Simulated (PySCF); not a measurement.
Species: ethanimine, C₂H₅N.
Atom-mapped SMILES: `[H]/[N:3]=[CH:2]\[CH3:1]`

The computed photoelectron lines, unassigned: C 1s: 291.34 (area 1), 292.23 (area 1) eV; N 1s: 404.72 eV.

Computed, not measured: PySCF, delta-SCF UKS SCAN, pcX-2 on the ionised atom, pcseg-1 elsewhere, spin-free X2C. Isolated species at its PBE0-D3(BJ)/def2-SVP geometry, gas phase.

Q: Which carbon gives which C 1s line?

A: 291.34 eV: C1 (methyl carbon); 292.23 eV: C2 (imine carbon). The listed C 1s values span 0.89 eV, from C1 (bonded to C and 3 H) to C2 (bonded to N (double bond), C and H). Summing the Pauling electronegativity differences to the bonded atoms, each weighted by its formal bond order, gives -1.05 for the lowest site and +0.63 for the highest.

Bonded neighbours of each site: C1: C and 3 H; C2: N (double bond), C and H; N3: C (double bond) and H.

Q: Which photon energy gives electrons from C 1s of C1 a kinetic energy of 50 eV, and what is their de Broglie wavelength?

A: hν = 291.34 + 50 = 341.34 eV, recoil neglected; λ = 12.264 Å/√(E/eV) = 1.73 Å.

Spin contamination (⟨S²⟩ against 0.75 for a pure doublet) is marked for C 1s of C2 (0.88), which makes this value less certain.
